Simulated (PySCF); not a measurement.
**C2H3Al (SMILES [H][Al]([H])[C]#C), step by step**

Wanted: a structure relaxation (HF-D3(BJ)/STO-3G), then vibrational wavenumbers, then the energy (CCSD(T)/aug-cc-pVDZ-DK), then ionisation energies (EOM-CCSD/BFD-VTZ) of C2H3Al. Input form: a Python script.

Program for the calculation: PySCF 2.14.0.

## (1) Starting point

C2H3Al has 6 atoms, charge 0, and is taken as a singlet. As SMILES, `[H][Al]([H])[C]#C`. All atoms were displaced at random from a relaxed shape. The run starts from this shape.

Bond lengths: Al1–C4 1.866 Å, C4–C5 1.221 Å, Al1–H2 1.512 Å, Al1–H3 1.612 Å, C5–H6 1.001 Å. Angles: Al1–C4–C5 177.4°, H2–Al1–C4 129.8°, H3–Al1–C4 114.7°, C4–C5–H6 174.1°, H2–Al1–H3 114.9°.

## (2) A structure relaxation at HF-D3(BJ)/STO-3G (run 1)

Input file run.py:

```python
from pyscf import gto
from pyscf.geomopt.geometric_solver import kernel as optimise

molecule = gto.M(
    atom=[
    ('Al', (0.702369, 1.051869, 0.072745)),
    ('H', (2.206078, 1.208635, 0.069490)),
    ('H', (-0.124060, 2.428343, -0.072411)),
    ('C', (-0.337951, -0.495145, -0.005994)),
    ('C', (-0.976197, -1.535577, -0.036706)),
    ('H', (-1.410954, -2.437018, -0.041064)),
],
    max_memory=1860,
    charge=0,
    verbose=3,
    basis='sto-3g',
)

hf = molecule.RHF()
hf.disp = 'd3bj'
converged, mol_eq = optimise(hf, maxsteps=100, convergence_set='GAU_TIGHT')
print('converged:', converged)
print(mol_eq.tostring())

hf.reset(mol_eq)
molecule = mol_eq
hf.kernel()
e_final = hf.e_tot
print('E(%s) = %.9f' % ('HF', e_final))
```

Run with:

```bash
OMP_NUM_THREADS=1 python run.py
```

Standard output:

```text
convergence_set           GAU_TIGHT
maxiter                   100
----------------------------------------------------------
Custom engine selected.
Bonds will be generated from interatomic distances less than 1.20 times sum of covalent radii
18 internal coordinates being used (instead of 18 Cartesians)
Internal coordinate system (atoms numbered from 1):
Distance 1-2
Distance 1-3
Distance 1-4
Distance 4-5
Distance 5-6
Angle 2-1-4
Angle 3-1-4
LinearAngleX 1-4-5
LinearAngleY 1-4-5
LinearAngleX 4-5-6
LinearAngleY 4-5-6
Out-of-Plane 1-2-3-4
Translation-X 1-6
Translation-Y 1-6
Translation-Z 1-6
Rotation-A 1-6
Rotation-B 1-6
Rotation-C 1-6
> ===== Optimization Info: ====
> Job type: Energy minimization
> Maximum number of optimization cycles: 100
> Initial / maximum trust radius (Angstrom): 0.100 / 0.300
> Convergence Criteria:
> Will converge when all 5 criteria are reached:
>  |Delta-E| < 1.00e-06
>  RMS-Grad  < 1.00e-05
>  Max-Grad  < 1.50e-05
>  RMS-Disp  < 4.00e-05
>  Max-Disp  < 6.00e-05
> === End Optimization Info ===

Geometry optimization cycle 1
Cartesian coordinates (Angstrom)
[... 10 lines left out ...]
converged SCF energy = -315.500462561339
[... 22 lines left out ...]
converged SCF energy = -315.521592572369
[... 45 lines left out ...]
converged SCF energy = -315.52353606398
[... 45 lines left out ...]
converged SCF energy = -315.523666933247
[... 45 lines left out ...]
converged SCF energy = -315.52368060172
[... 45 lines left out ...]
converged SCF energy = -315.523680935218
[... 45 lines left out ...]
converged SCF energy = -315.523680978
[... 35 lines left out ...]
Converged! =D
[... 1 line left out ...]
converged: True
Al          0.64636368        1.12855598        0.01317202
H           2.11511621        1.08450795        0.09073910
H          -0.11463241        2.38650765       -0.04709712
C          -0.28919397       -0.47607813       -0.00966154
C          -0.88132911       -1.49175354       -0.02403950
H          -1.41703940       -2.41063291       -0.03705296
converged SCF energy = -315.523680978453
E(HF) = -315.523680978
```

Wall time 4.2 s (1 thread of Arm Neoverse V1, shared host); peak memory 0.14 GiB.

The path in brief:

```
step  energy from the first frame kept (eV)  largest force (eV/Å)
   0                                 0.0000               10.0781
   1                                -0.5750                3.1366
   2                                -0.6227                0.6954
   3                                -0.6279                0.4255
   4                                -0.6308                0.3018
   5                                -0.6314                0.1201
   6                                -0.6318                0.0333
   7                                -0.6318                0.0162
   8                                -0.6318                0.0066
   9                                -0.6318                0.0036
  10                                -0.6318                0.0025
  11                                -0.6318                0.0007
  12                                -0.6318                0.0001
```

After the run. Bond lengths: Al1–C4 1.858 Å, C4–C5 1.176 Å, Al1–H2 1.471 Å, Al1–H3 1.471 Å, C5–H6 1.064 Å. Angles: Al1–C4–C5 180.0°, H2–Al1–C4 118.5°, H3–Al1–C4 118.5°, C4–C5–H6 180.0°, H2–Al1–H3 123.0°.

## (3) Vibrational wavenumbers at HF-D3(BJ)/STO-3G (run 2)

Input file run.py:

```python
import numpy
from pyscf import gto, symm
from pyscf.hessian import thermo

mol = gto.M(
    atom=[
    ('Al', (0.572898, 0.982629, 0.013964)),
    ('H', (2.041649, 0.938607, 0.091498)),
    ('H', (-0.188120, 2.240569, -0.046339)),
    ('C', (-0.362660, -0.622005, -0.008870)),
    ('C', (-0.954795, -1.637681, -0.023248)),
    ('H', (-1.490505, -2.556560, -0.036261)),
],
    max_memory=1860,
    spin=0,
    verbose=3,
    basis='sto-3g',
)

calc0 = mol.RHF()
calc0.disp = 'd3bj'
calc0.kernel()

e_tot = calc0.e_tot
print('E(%s) = %.9f' % ('HF', e_tot))
hess = calc0.Hessian().kernel()
modes = thermo.harmonic_analysis(mol, hess)
print('frequencies (1/cm)', numpy.round(modes['freq_wavenumber'], 1))
symm.geom.TOLERANCE = 1e-3  # for the symmetry number
th = thermo.thermo(calc0, modes['freq_au'], 500, 101325)
thermo.dump_thermo(mol, th)
```

Run with:

```bash
OMP_NUM_THREADS=1 python run.py
```

Standard output:

```text
converged SCF energy = -315.523680978368
E(HF) = -315.523680978

WARN: DFTD3 does not support analytical Hessian, using finite difference

WARN: Mole.unit (angstrom) is changed to Bohr

frequencies (1/cm) [ 277.1  277.5  717.6  718.5  785.1  957.1  988.1 1030.2 2584.4 2710.2
 2755.8 3940. ]
temperature 500.0000 [K]
pressure 101325.00 [Pa]
Rotational constants [GHz] 149.97608 5.05551 4.89065
Symmetry number 2
Zero-point energy (ZPE) 0.04042 [Eh]   106118.795 [J/mol]
                           tot       elec      trans        rot        vib
Entropy [J/mol/K]       299.035      0.000    169.248     92.682     37.105
Cv [J/mol/K]             71.896      0.000     12.472     12.472     46.953
Cp [J/mol/K]             80.211      0.000     20.786     12.472     46.953
Internal energy [J/mol]                      6235.845   6235.845 117363.152
Internal energy [Eh]   -315.47423  -315.52368
Enthalpy [J/mol]                            10393.075   6235.845 117363.152
Enthalpy [Eh]          -315.47265
Gibbs free energy [J/mol]                  -74231.039 -40105.035  98810.662
Gibbs free energy [Eh] -315.52959
```

Wall time 2.3 s (1 thread of Arm Neoverse V1, shared host); peak memory 0.12 GiB.

## (4) The energy at CCSD(T)/aug-cc-pVDZ-DK (sfX2C) (run 3)

Input file input.py:

```python
from pyscf import gto, scf, cc

mol = gto.M(
    atom=[
    ('Al', (0.646364, 1.128556, 0.013172)),
    ('H', (2.115116, 1.084508, 0.090739)),
    ('H', (-0.114632, 2.386508, -0.047097)),
    ('C', (-0.289194, -0.476078, -0.009662)),
    ('C', (-0.881329, -1.491754, -0.024040)),
    ('H', (-1.417039, -2.410633, -0.037053)),
],
    verbose=4,
    basis='aug-cc-pvdz-dk',
    max_memory=1860,
    spin=0,
)

hf = scf.RHF(mol)
hf = hf.sfx2c1e()
hf.kernel()

mycc = cc.CCSD(hf, frozen=7)
mycc.kernel()
e_t = mycc.ccsd_t()
e_tot = mycc.e_tot + e_t
print(f'total energy: {e_tot:.8f} hartree')
```

Run with:

```bash
OMP_NUM_THREADS=1 python input.py
```

Standard output:

```text
PySCF version 2.14.0

[... 64 lines left out ...]
converged SCF energy = -319.79419634435
[... 1 line left out ...]
******** <class 'pyscf.cc.ccsd.CCSD'> ********
CC2 = 0
CCSD nocc = 7, nmo = 93
frozen orbitals 7
max_cycle = 50
direct = 0
conv_tol = 1e-07
conv_tol_normt = 1e-05
diis_space = 6
diis_start_cycle = 0
diis_start_energy_diff = 1e+09
Init t2, MP2 energy = -320.11314554818  E_corr(MP2) -0.318949203829647
Init E_corr(CCSD) = -0.318949203829984
cycle = 1  E_corr(CCSD) = -0.3336893884903  dE = -0.0147401847  norm(t1,t2) = 0.0508442
cycle = 2  E_corr(CCSD) = -0.344530815034434  dE = -0.0108414265  norm(t1,t2) = 0.0179939
cycle = 3  E_corr(CCSD) = -0.347164848334633  dE = -0.0026340333  norm(t1,t2) = 0.00764118
cycle = 4  E_corr(CCSD) = -0.348251237221507  dE = -0.00108638889  norm(t1,t2) = 0.00272143
cycle = 5  E_corr(CCSD) = -0.34816455213104  dE = 8.66850905e-05  norm(t1,t2) = 0.000851375
cycle = 6  E_corr(CCSD) = -0.348130319198313  dE = 3.42329327e-05  norm(t1,t2) = 0.000217035
cycle = 7  E_corr(CCSD) = -0.348141679652733  dE = -1.13604544e-05  norm(t1,t2) = 7.29745e-05
cycle = 8  E_corr(CCSD) = -0.348144884125721  dE = -3.20447299e-06  norm(t1,t2) = 2.39879e-05
cycle = 9  E_corr(CCSD) = -0.348144066019805  dE = 8.18105916e-07  norm(t1,t2) = 1.0469e-05
cycle = 10  E_corr(CCSD) = -0.348144121928366  dE = -5.59085604e-08  norm(t1,t2) = 4.47625e-06
CCSD converged
E(CCSD) = -320.1423404662784  E_corr = -0.3481441219283657
CCSD(T) correction = -0.0140074941626445
total energy: -320.15634796 hartree
```

Run time: 24 s. Hardware: 1 thread of Arm Neoverse V1, shared host; peak memory 0.57 GiB.

## (5) Ionisation energies at EOM-CCSD/BFD-VTZ (core potential, root kind ip) (run 4)

Input file input.py:

```python
import numpy
from pyscf import gto, scf, cc

molecule = gto.M(
    atom=[
    ('Al', (0.646364, 1.128556, 0.013172)),
    ('H', (2.115116, 1.084508, 0.090739)),
    ('H', (-0.114632, 2.386508, -0.047097)),
    ('C', (-0.289194, -0.476078, -0.009662)),
    ('C', (-0.881329, -1.491754, -0.024040)),
    ('H', (-1.417039, -2.410633, -0.037053)),
],
    ecp={'Al': 'bfd', 'H': 'bfd', 'C': 'bfd'},
    max_memory=1860,
    basis='bfd-vtz',
    verbose=4,
)

hf = scf.RHF(molecule)
hf.kernel()

mycc = cc.CCSD(hf)
mycc.kernel()
etot = mycc.e_tot
print(f'total energy: {etot:.8f} hartree')

e, vec = mycc.ipccsd(nroots=2)
roots = numpy.atleast_1d(e) * 27.211386
print('EOM-IP-CCSD roots (eV)')
for i, w in enumerate(roots, 1):
    print('%3d %10.4f' % (i, w))
```

Run with:

```bash
OMP_NUM_THREADS=1 python input.py
```

Standard output:

```text
PySCF version 2.14.0

[... 60 lines left out ...]
converged SCF energy = -14.6631256131142
[... 11 lines left out ...]
Init t2, MP2 energy = -15.0420562672244  E_corr(MP2) -0.37893065411029
[... 12 lines left out ...]
CCSD converged
[... 1 line left out ...]
total energy: -15.06872601 hartree
[... 1 line left out ...]
******** <class 'pyscf.cc.eom_rccsd.EOMIP'> ********
max_space = 20
max_cycle = 50
conv_tol = 1e-07
partition = None
EOM-CCSD root 0 E = 0.4025877341583352  qpwt = 0.958581  conv = True
EOM-CCSD root 1 E = 0.4162426773700411  qpwt = 0.961006  conv = True
EOM-IP-CCSD roots (eV)
  1    10.9550
  2    11.3265
```

Wall time 2.2 min (1 thread of Arm Neoverse V1, shared host); peak memory 2 GiB.

## (6) Results

```
                                                                       quantity             value
                               run 1, HF-D3(BJ)/STO-3G: total energy at the end     -315.52368 Eh
                                         run 1, HF-D3(BJ)/STO-3G: dipole moment            0.75 D
                                           run 1, HF-D3(BJ)/STO-3G: HOMO energy          -8.45 eV
                                           run 1, HF-D3(BJ)/STO-3G: LUMO energy           7.76 eV
                                         run 1, HF-D3(BJ)/STO-3G: HOMO–LUMO gap          16.21 eV
                                     run 1, HF-D3(BJ)/STO-3G: dispersion energy     -76.57 kJ/mol
                            run 2, HF-D3(BJ)/STO-3G: lowest harmonic wavenumber          277 cm⁻¹
                           run 2, HF-D3(BJ)/STO-3G: highest harmonic wavenumber         3940 cm⁻¹
                                     run 2, HF-D3(BJ)/STO-3G: zero-point energy      106.1 kJ/mol
run 2, HF-D3(BJ)/STO-3G: ideal-gas entropy at 500 K (symmetry number 2 as used)  71.5 cal/(mol K)
                                    run 3, CCSD(T)/aug-cc-pVDZ-DK: total energy     -320.15635 Eh
            run 3, CCSD(T)/aug-cc-pVDZ-DK: dipole moment (Hartree–Fock density)            0.51 D
             run 3, CCSD(T)/aug-cc-pVDZ-DK: HOMO energy (Hartree–Fock orbitals)         -10.92 eV
             run 3, CCSD(T)/aug-cc-pVDZ-DK: LUMO energy (Hartree–Fock orbitals)           0.56 eV
           run 3, CCSD(T)/aug-cc-pVDZ-DK: HOMO–LUMO gap (Hartree–Fock orbitals)          11.48 eV
     run 3, CCSD(T)/aug-cc-pVDZ-DK: correlation energy (7 core orbitals frozen)        -362.2 mEh
                                  run 3, CCSD(T)/aug-cc-pVDZ-DK: (T) correction        -14.01 mEh
                                   run 3, CCSD(T)/aug-cc-pVDZ-DK: T1 diagnostic             0.011
                     run 4, EOM-CCSD/BFD-VTZ: ground-state or mean-field energy      -15.06873 Eh
                  run 4, EOM-CCSD/BFD-VTZ: dipole moment (Hartree–Fock density)            0.48 D
                   run 4, EOM-CCSD/BFD-VTZ: HOMO energy (Hartree–Fock orbitals)         -10.93 eV
                   run 4, EOM-CCSD/BFD-VTZ: LUMO energy (Hartree–Fock orbitals)           0.86 eV
                 run 4, EOM-CCSD/BFD-VTZ: HOMO–LUMO gap (Hartree–Fock orbitals)          11.80 eV
                                    run 4, EOM-CCSD/BFD-VTZ: correlation energy        -405.6 mEh
                                         run 4, EOM-CCSD/BFD-VTZ: T1 diagnostic             0.012
                               run 4, EOM-CCSD/BFD-VTZ: first ionisation energy          10.95 eV
```

The optimisation (run 1, HF-D3(BJ)/STO-3G) took 12 steps and changed the energy by -0.632 eV. All 12 modes (run 2, HF-D3(BJ)/STO-3G) are real, so the shape is a minimum at this level. Mulliken charges (run 3, CCSD(T)/aug-cc-pVDZ-DK) of the mean-field density run from -1.36 on C4 to +1.60 on C5; in a basis this large or diffuse they mean little. The triples (run 3, CCSD(T)/aug-cc-pVDZ-DK) make up 3.9 % of the correlation energy.
